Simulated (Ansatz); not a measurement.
A rate constant, worked out

An elementary step of SiH2S, singlet (SiH₂S ([SiH][SH]) → SiH₂S ([SiH2][S]); H–S broken or loosened, H–Si formed or tightened). The start structure is the reactant molecule, and the electronic barrier above it is 1.852 eV by CCSD(T) at an estimated basis limit (MP2 extrapolated from triple and quadruple zeta, plus CCSD(T) − MP2 in triple zeta). Program: Ansatz 0.2.0. Basis: def2-TZVPP and def2-QZVPP. Cores are frozen in the correlated methods. Extrapolation: Hartree–Fock as exp(−7.88 √X), correlation as X^−2.97. Harmonic wavenumbers at PBE0-D4/def2-TZVP (Ansatz 0.2.0), in cm⁻¹:

Start: 524, 635, 644, 920, 2044, 2685.

Saddle: 1337i, 341, 631, 754, 1910, 2062.

Work out the transition-state-theory rate constant at 300 K from these numbers alone (harmonic vibrations; rotation, path degeneracy and anharmonicity left out), and the Wigner tunnelling factor. Use 1 cm⁻¹ = 1.2398 × 10⁻⁴ eV and k_B = 8.617 × 10⁻⁵ eV/K.

Zero-point energies, half the sums: start 7452/2 cm⁻¹ = 0.4620 eV; saddle, real modes only, 5698/2 cm⁻¹ = 0.3532 eV.
Barrier with zero-point energy: 1.852 + 0.3532 − 0.4620 = 1.7432 eV.
k_BT = 0.02585 eV, so the barrier is 67.43 k_BT.
Vibrational partition functions from the zero-point level, ln q = −Σ ln(1 − exp(−hν/k_BT)): start 0.192, saddle 0.294.
k = (k_BT/h) exp(ln q‡ − ln q) exp(−E0/k_BT), with log₁₀(k_BT/h in s⁻¹) = 12.80: log₁₀ k = 12.80 + (0.102 − 67.43)/2.3026 = -16.44, so k ≈ 4 × 10^(-17) s⁻¹.
Wigner factor: 1 + (hν‡/k_BT)²/24 = 1 + (6.41)²/24 = 2.71, too large for this simple formula to be trusted. A change of 1 kcal/mol (0.043 eV) in the barrier would change k by a factor of 5.4 at this temperature.

T1 diagnostic: at most 0.026. The T1 diagnostic is large here, which may signal multireference character or strong orbital relaxation, so CCSD(T) is less sure. The restricted Hartree–Fock reference is unstable towards an unrestricted one at one or more of these structures.

Labels in which every atom is bracketed show which atoms are joined, not bond orders.

For scale, one of the runs: CCSD(T)/def2-TZVPP, 112 basis functions (an equivalent command: `ansatz run in.yaml --threads 2`). Hardware: 2 CPU threads, shared host. Wall time about 3.3 s.
